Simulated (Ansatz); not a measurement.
## Cubic perovskite CsSnBr3

Level of theory: BLYP in Ansatz (plane waves, PAW).

Numerical settings: plane-wave cutoff 520 eV, 6×6×6 k mesh, Fermi–Dirac smearing 0.01 eV, scalar-relativistic PAW data made under PBE.

Cell: relaxed at this level.

For cubic perovskite CsSnBr3, the equilibrium volume per atom is 44.01 Å³/atom and the bulk modulus B0 is 16.4 GPa. The band gap comes out as 1.09 eV. The direct gap at Γ is 4.91 eV and the equilibrium lattice constant a is 6.037 Å. The pressure derivative B′ of the bulk modulus comes out as 4.7.

Note: the relaxation could not lower the start's symmetry, so the cell can be a saddle point above a distorted one.

Spin–orbit coupling is not included.

Computed values are for the static lattice.

Cost on a shared machine: about 100 core-seconds (a rough figure).

Ansatz is a quantum-chemistry and plane-wave program.
